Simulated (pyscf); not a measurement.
Optimised with ωB97X-D3(BJ)/def2-SVP in PySCF.

Question: What is the homolytic dissociation enthalpy (298 K, ωB97M-D3(BJ)/def2-TZVP) of the C–Mo bond of H₃C–Mo(=O)(=O)–OH, to CH₃• + [O=Mo(=O)–OH]•?

Answer: C–Mo to CH₃• + [O=Mo(=O)–OH]•: 289.6 kJ/mol. The 7 functionals that were run give +282.4 (M06-2X) to +308.2 kJ/mol (ωB97X-D3(BJ)/def2-TZVP). The radicals are drawn with the spin at the cut bond; how far it spreads was not checked. Other isomers of [O=Mo(=O)–OH]• were not searched in full and may lie lower. Open-shell species with a d-block atom are single-reference here; other states, and whether the spin sits on metal or ligand, were not checked. Elements past Kr carry the def2 core potentials, without spin-orbit coupling.
